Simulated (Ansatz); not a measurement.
System: bcc Rb. Method: PBEsol in Ansatz (PAW).

Settings: plane-wave cutoff 520 eV, 12×12×12 k mesh, Fermi–Dirac smearing 0.1 eV, perturbation theory, scalar-relativistic PAW data made under PBE.

The cell has the measured lattice parameters. Conventional cell: a = 5.6990 Å, b = 5.6990 Å, c = 5.6990 Å, α = 90.00°, β = 90.00°, γ = 90.00°.

```cif
data_Rb
_chemical_formula_sum 'Rb1'
_space_group_name_H-M_alt 'P 1'
_space_group_IT_number 1
_cell_length_a 4.93548
_cell_length_b 4.93548
_cell_length_c 4.93548
_cell_angle_alpha 109.471
_cell_angle_beta 109.471
_cell_angle_gamma 109.471
loop_
_space_group_symop_operation_xyz
  'x, y, z'
loop_
_atom_site_label
_atom_site_type_symbol
_atom_site_fract_x
_atom_site_fract_y
_atom_site_fract_z
_atom_site_occupancy
Rb1 Rb 0.00000 0.00000 0.00000 1
```

Harmonic phonon frequencies (cm⁻¹; i marks an imaginary mode):

```json
[
 {"q point": "H", "frequencies": "42 42 42"},
 {"q point": "N", "frequencies": "…"},
 {"q point": "P", "frequencies": "…"}
]
```

Q: Some entries are withheld; supply them.

A: 
- N, frequencies: 8 29 44
- P, frequencies: 33 33 33

No imaginary mode appears at these points.

Note: the cell isn't this level's own, so it is under some stress, which shifts stiffness and frequencies.

Ansatz is a program for electronic structure.
